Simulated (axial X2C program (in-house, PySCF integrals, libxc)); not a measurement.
## NaC⁺: cheaper levels and CCSD(T), with spin–orbit coupling

All values were computed with an in-house all-electron X2C program for linear molecules (integrals from PySCF). Two-component (2c) means X2C with spin–orbit coupling and atomic mean-field two-electron Coulomb and Gaunt terms. Basis: Na dyall-cv3z [9s8p5d2f], C dyall-v3z [7s6p2d1f] (cores contracted in-house); Gaussian nuclei, density fitting, unrestricted open shells. Masses: Na 22.990 u, C 12.000 u.

State: Ω = 2 (⟨Sz⟩ = 1.00, ⟨Lz⟩ = 1.00 at HF); fragments Na+ + C.

```
level  Re (Å)  ωe (cm⁻¹)  De (eV)
 PBE0   2.694      189.9    0.223
   HF   2.725      184.3    0.194
  MP2   2.698      188.4    0.276
 CCSD   2.707      185.9    0.279
 BLYP   2.729      181.4    0.167
```

Correlated methods: 12 electrons correlated (number of frozen shells: Na 1 s; C 1 s), 198 virtual spin orbitals or spinors in MP2, 90 natural virtuals in coupled cluster.

CCSD(T), same Hamiltonian and basis:

Re = 2.705 Å, ωe = 186.4 cm⁻¹, De = 0.28 eV; T1 = 0.006 (Lee–Taylor normalisation).

Question: Give the differences from CCSD(T) in the columns below.

Answer: 

```
level  ΔRe (Å)  Δωe (cm⁻¹)
 PBE0   -0.011         3.5
   HF    0.020        -2.1
  MP2   -0.007         2.0
 CCSD    0.002        -0.5
 BLYP    0.024        -5.0
```

One determinant describes the state; a PBE0 search over occupations chose it and may have missed a lower one. De is counted from the lowest determinant-based energies of the atoms at the same level, without counterpoise correction. Density functionals use the spin component along the axis (collinear). Coupled cluster ran in a truncated set of natural virtual spinors; the MP2 energy of the rest was added. (T) has no such correction and the atoms are truncated less, which lowers De at CCSD(T) by a hundredth of an eV or more. A 2c atom that is not at its ground J level misses part of its spin–orbit lowering, and De is too large by that part (0.04 eV or less for light atoms). This holds for PBE0, MP2, CCSD, BLYP, CCSD(T). PBE0 can misorder states that lie within some tenths of an eV, so this need not be the ground state of the molecule. The nearest other 2c determinant of the search, Ω = 1, lies 0.32 eV up at the distance of the search. Without a current term, density functionals place determinants with orbital angular momentum somewhat too high. The atomic limit has a lower orbital projection than the molecule and lies lower at mean-field level, so De may be about a tenth of an eV too small. With several unpaired electrons one determinant need not be a pure state. Open-shell Ω = 0 determinants with evenly filled partner blocks cannot be reached by this program, so the Ω shown need not be the lowest component. The bond is weak, and without diffuse functions and with truncated virtuals even CCSD(T) can be tens of per cent off in De.
